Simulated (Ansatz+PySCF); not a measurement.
The numbers below are computed, except where a source is named.
Input for Ansatz (development build ahead of 0.2.0):

```yaml
crystal:
  periodic: [false, false, false]
  atoms:
    - { symbol: B, position_ang: [0.0, 0.0, 0.0] }
    - { symbol: "N", position_ang: [0.0, 0.0, 2.61] }
basis:
  gaussian: { orbitals: STO-3G }
hamiltonian:
  xc: hf
correlation:
  method: fci
  frozen_orbitals: { B: 1, "N": 1 }
```

The input is written out in the form of the current development build from the run's settings.

The run gave:

| Quantity | Value |
| --- | --- |
| Converged | yes |
| Total energy | -77.81305 hartree |
| State | lowest singlet root, of any spatial symmetry |

Caution: another spin multiplicity may lie lower.
